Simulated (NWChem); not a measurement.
A series in which one site is exchanged, each optimised at PBE0/def2-SVP with NWChem, gas phase unless a solvent is named.  Shieldings are non-relativistic GIAO values without spin-orbit effects.

A: [SiH3]N (SiNH$_{5}$; site = Si)
B: NC (CH5N; site = C)
C: [NH2][GeH3] (GeNH₅; site = Ge)

Values for A:

static polarisability, CAM-B3LYP/def2-SVPD (bohr³): 38.3
15N shift against ammonia, KT2/pcSseg-1 (ppm): -1.9
15N shift against ammonia, PBE0/pcSseg-1 (ppm): -2.8

Question: How do these values change for the other members?

Answer: 
| change from A | B | C |
|---|---|---|
| static polarisability, CAM-B3LYP/def2-SVPD (bohr³) | -13.3 | +3.7 |
| 15N shift against ammonia, KT2/pcSseg-1 (ppm) | +25.4 | -2.2 |
| 15N shift against ammonia, PBE0/pcSseg-1 (ppm) | +22.2 | -4.6 |
